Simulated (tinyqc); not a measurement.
Inside a calculation. Method: extended Hueckel theory, for BH3+. The parameters take no account of the charge, which enters only through the electron count. One step of it, computed by the program tinyqc.

Problem. Wolfsberg-Helmholz matrix. H_ij = K' S_ij (H_ii + H_jj)/2 for i != j (the diagonal keeps H_ii), with K' = K + D^2 + D^4 (1 - K), D = (H_ii - H_jj)/(H_ii + H_jj), K = 1.75.

overlap S, lower triangle:
```
           1B 2s     1B 2px     1B 2py     1B 2pz     2H 1s     3H 1s     4H 1s
1B 2s   1.000000
1B 2px  0.000000   1.000000
1B 2py  0.000000   0.000000   1.000000
1B 2pz  0.000000   0.000000   0.000000   1.000000
2H 1s   0.518428   0.549396   0.000000  -0.010734  1.000000
3H 1s   0.518487  -0.274745   0.475801  -0.010736  0.111615  1.000000
4H 1s   0.518487  -0.274745  -0.475801  -0.010736  0.111615  0.111655  1.000000
```

diagonal H_ii (eV): 1B 2s -15.200000, 1B 2px -8.500000, 1B 2py -8.500000, 1B 2pz -8.500000, 2H 1s -13.600000, 3H 1s -13.600000, 4H 1s -13.600000

K = 1.750000

Give: H.

Solution.

H (eV), lower triangle:
```
           1B 2s    1B 2px   1B 2py   1B 2pz     2H 1s     3H 1s     4H 1s
1B 2s   -15.2000
1B 2px    0.0000   -8.5000
1B 2py    0.0000    0.0000  -8.5000
1B 2pz    0.0000    0.0000   0.0000  -8.5000
2H 1s   -13.0874  -10.9343   0.0000   0.2136  -13.6000
3H 1s   -13.0889    5.4681  -9.4696   0.2137   -2.6564  -13.6000
4H 1s   -13.0889    5.4681   9.4696   0.2137   -2.6564   -2.6574  -13.6000
```
